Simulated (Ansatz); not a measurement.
# GeS (Pnma, No. 62)

Calculation: LDA (Ansatz, a quantum-chemistry and plane-wave program, PAW).

Run with plane-wave cutoff 520 eV, 4×10×8 k mesh (along the axes of the cell as run), Fermi–Dirac smearing 0.01 eV, scalar-relativistic PAW data made under PBE.

Cell (relaxed at this level):

```cif
data_Ge4S4
_chemical_formula_sum 'Ge4 S4'
_space_group_name_H-M_alt 'P 1'
_space_group_IT_number 1
_cell_length_a 10.18480
_cell_length_b 3.64075
_cell_length_c 4.09237
_cell_angle_alpha 90.000
_cell_angle_beta 90.000
_cell_angle_gamma 90.000
loop_
_space_group_symop_operation_xyz
  'x, y, z'
loop_
_atom_site_label
_atom_site_type_symbol
_atom_site_fract_x
_atom_site_fract_y
_atom_site_fract_z
_atom_site_occupancy
Ge1 Ge 0.61845 0.25000 0.38030 1
Ge2 Ge 0.88155 0.75000 0.88030 1
Ge3 Ge 0.11845 0.25000 0.11970 1
Ge4 Ge 0.38155 0.75000 0.61970 1
S1 S 0.85296 0.25000 0.49283 1
S2 S 0.64704 0.75000 0.99283 1
S3 S 0.35296 0.25000 0.00717 1
S4 S 0.14704 0.75000 0.50717 1
```

| Item | Value |
|---|---|
| band gap | 0.82 eV (on the SCF k mesh) |
| bulk modulus | 43.2 GPa |

Measured, for comparison: band gap 1.65 eV (room temperature, no zero-point or thermal correction, our sources range from 1.58 to 1.65; as tabulated in Setten et al. (2017), arXiv:1709.07349).

Note: the bulk modulus is −V dP/dV from two relaxed cells at ±2 % in volume; the volume lies 7 % below that of the published cell.

Spin–orbit coupling is not included.

The computed numbers hold no vibrational or temperature effects.

Cost on a shared machine: very roughly 7 core-minutes.
